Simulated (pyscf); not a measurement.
methane (CH₄) + H₂Al–Cl -> chloromethane (H₃C–Cl) + alane (AlH₃) (four-centre exchange; singlet surface; C–H, Al–Cl broken, C–Cl, Al–H formed). Structures and frequencies: ωB97X-D3(BJ)/def2-SVP in PySCF. MP2 and CC: frozen core, UHF for open shells. ΔMP2 is the change of the MP2 total energy from the triple- to the quadruple-zeta basis. Energies in kJ/mol from the separated reactants.

```json
[
 {"level": "B3LYP-D3(BJ)/def2-TZVP", "barrier": "369.3", "reaction energy": "+242.9"},
 {"level": "PBE0-D3(BJ)/def2-TZVP", "barrier": "375.3", "reaction energy": "+242.4"},
 {"level": "M06-2X/def2-TZVP", "barrier": "395.7", "reaction energy": "+249.9"},
 {"level": "HF/def2-TZVP", "barrier": "441.5", "reaction energy": "+247.0"},
 {"level": "MP2/def2-QZVPP", "barrier": "?", "reaction energy": "+253.2"},
 {"level": "CCSD(T)/def2-TZVPP", "barrier": "400.1", "reaction energy": "+245.3"},
 {"level": "CCSD(T)/def2-TZVPP + ΔMP2(QZVPP)", "barrier": "?", "reaction energy": "?"}
]
```

Task: Complete the blanks.

Result: 
- MP2/def2-QZVPP, barrier: 420.9
- CCSD(T)/def2-TZVPP + ΔMP2(QZVPP), barrier: 398.7
- CCSD(T)/def2-TZVPP + ΔMP2(QZVPP), reaction energy: +246.2

On the reactant side the descent ends in a complex (not fully relaxed), 16.9 kJ/mol under the separated species and 406.8 kJ/mol under the saddle at ωB97X-D3(BJ)/def2-TZVP. On the product side the descent ends in an adduct with a Al–Cl contact, 60.8 kJ/mol under the separated species and 202.7 kJ/mol under the saddle at ωB97X-D3(BJ)/def2-TZVP. What is counted as broken (Al–Cl) persists as a longer contact in the product adduct; parting that adduct is a step of its own. At ωB97X-D3(BJ) the barrier from the zero used here is 389.9 kJ/mol. The same reactants have a lower exit, to H₃C–AlH₂ + HCl (barrier +179.3 kJ/mol at ωB97M-D3(BJ), against +390.4 kJ/mol here). One saddle was located; it need not be the lowest between these sides. The CCSD(T) − MP2 part came from Ansatz, without density fitting, on the same reference.
